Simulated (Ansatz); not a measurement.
Born–Oppenheimer molecular dynamics of H₄OSi (6 atoms, charge 0, multiplicity 1). It starts at the highest image of a converged band. Of that band: Neighbouring images differ by up to 2.0 eV, so the band resolves the path poorly. A vibrational analysis at the climbing image gives one clearly imaginary mode, 1413i cm⁻¹: a first-order saddle point.

Computed with RKS BHLYP/cc-pVDZ in Ansatz 0.2.0.

```json
{
 "ensemble": "NVE (velocity Verlet)",
 "time step": "0.5 fs",
 "steps asked": "200",
 "starting velocities drawn for": "100 K",
 "seed": "3780"
}
```

First frame:

```xyz
6
Properties=species:S:1:pos:R:3
Si -0.318 0.040 0.415
H 0.917 -0.018 1.293
H 1.351 0.120 0.213
H -0.248 1.191 -0.508
O -0.651 -1.366 -0.452
H -1.194 -1.983 0.033
```

(1) How far do the bonds stretch over the last three quarters of this one trajectory? (Pairs bonded in most of those frames.)

Answers

(1) 
| bond | mean (Å) | spread (Å) | shortest | longest |
| --- | --- | --- | --- | --- |
| Si1–H2 | 1.589 | 0.202 | 1.27 | 1.88 |
| Si1–H3 | 1.530 | 0.081 | 1.37 | 1.67 |
| Si1–H4 | 1.527 | 0.079 | 1.38 | 1.65 |
| Si1–O5 | 1.688 | 0.030 | 1.64 | 1.75 |
| O5–H6 | 0.959 | 0.006 | 0.95 | 0.97 |

Mean temperature of the second half: 2941 K. The conserved energy stayed within 1.5 meV per atom of its start (net change -0.54 meV per atom), so the integration is sound. The kinetic energy rose, since the run started high on the potential surface and went downhill. A run of 0.1 ps of so small a system gives no equilibrium averages. The orbitals stay closed-shell, which can raise the energy where a bond breaks towards radicals; this wasn't checked here.

Time of the run: 3.1 min on 1 thread of Intel(R) Xeon(R) CPU @ 2.60GHz (Ice Lake), on a shared host, peak memory 0.12 GiB.
